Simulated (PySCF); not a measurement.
## ClF3: double against triple zeta

Base calculation in PySCF with density fitting and no spin–orbit coupling, PBE0/def2-SVP (no relativity): singlet, C2v, Cl–F 1.631 Å, Cl–F 1.716 Å (×2); F–Cl–F 86.9° (×2), F–Cl–F 173.8°; wavenumbers 319, 324, 419, 531, 739, 750 cm⁻¹; dipole moment 0.94 D, gap between the highest occupied and lowest empty levels 5.80 eV, polar-tensor charge of Cl 1.57 e, atomisation energy (no zero-point energy) 441 kJ/mol.

**Question.** What changes on going to PBE0/def2-TZVP (no relativity)?

**Answer.** The point group stays the same. Changes: mean bond to Cl -0.027 Å, smallest bond angle +0.6 degrees, highest wavenumber +47 cm⁻¹, lowest wavenumber +17 cm⁻¹, dipole moment -0.32 D, gap between the highest occupied and lowest empty levels +0.34 eV, polar-tensor charge of Cl +0.13 e, atomisation energy (no zero-point energy) +94 kJ/mol. The new structure has Cl–F 1.595 Å, Cl–F 1.694 Å (×2); F–Cl–F 87.5° (×2), F–Cl–F 174.9°, with wavenumbers 336, 337, 443, 553, 726, 797 cm⁻¹. The larger basis shortens the bonds, as added polarisation functions usually do.

Only the bonding shown was studied: isomers, or loss of a ligand pair, can lie lower.
